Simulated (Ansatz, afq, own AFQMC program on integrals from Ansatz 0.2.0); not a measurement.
Atomization energy of SiH2O, singlet

```xyz
4

Si    0.0000    0.0000    0.4897
O     0.0000    0.0000   -1.0261
H     0.0000    1.2309    1.3214
H     0.0000   -1.2309    1.3214
```

Connectivity, by distances: SiH2–O.

Atoms in their ground-state spins without spin–orbit coupling (mostly on UHF) minus the molecule (RHF), without zero-point energy. The geometry is a stationary point, not shown to be a minimum.

Basis cc-pVTZ. Only valence electrons are correlated. AFQMC by an in-house program on the Cholesky factors that Ansatz 0.2.0 writes for its CCSD(T) run. The CISD trial takes its coefficients from CCSD amplitudes. Released means that phaseless walkers are propagated on without the constraint, phases kept. ± is one standard error of the sampling. The errors of all members are added in quadrature.

No full CI on the walks' own integrals is used here; CCSDT(Q) serves as the reference and is uncertain by about the last step of the cluster series. Each member takes its own surest rung, up to full CI.

The best estimate is CCSD(T) at the basis-set limit (CBS: def2-TZVPP and def2-QZVPP, with their diffuse functions for anions and beside diffuse sets, CCSD(T) itself extrapolated) plus the step from CCSD(T) to CCSDT(Q) in cc-pVTZ. Rows without CBS are in cc-pVTZ; B2PLYP and the wave-function rows carry a basis error of their own. Core correlation and relativity beyond core potentials are missing, and ± holds the sampling alone.

Cautions: SiH₂O (singlet): higher spins were not checked, raised T1 diagnostic (T1 0.022, weight of the determinant 0.87, largest double 0.07).

Problem. Estimate: order these levels by their error in the atomization energy against the best estimate, smallest first.
A. r2SCAN
B. CCSD
C. B2PLYP
D. HF/CBS

Solution. A (0.267 eV), C (0.330 eV), B (0.938 eV), D (4.466 eV).

Best estimate: 13.226 eV.

Best estimates are given only where the step beyond CCSD(T) is under 0.3 eV and no member's determinant is very poor (T1 over 0.05, or 0.07 for open shells, ⟨S²⟩ too high by 0.3, two states mixed), so the hardest cases are missing from such tables.

The functionals ran in a triple-zeta set and keep a basis error of their own, a few kJ/mol for each bond in atomization energies and more for double hybrids, so close places among them and the extrapolated levels can swap.

Each member of a difference takes its own highest rung, so a best estimate needn't equal the limit plus the step of one row. A walk keeps the symmetry of its determinant, which the program's search chose and which needn't be the lowest solution, so a lower state of the same spin and another symmetry isn't excluded.
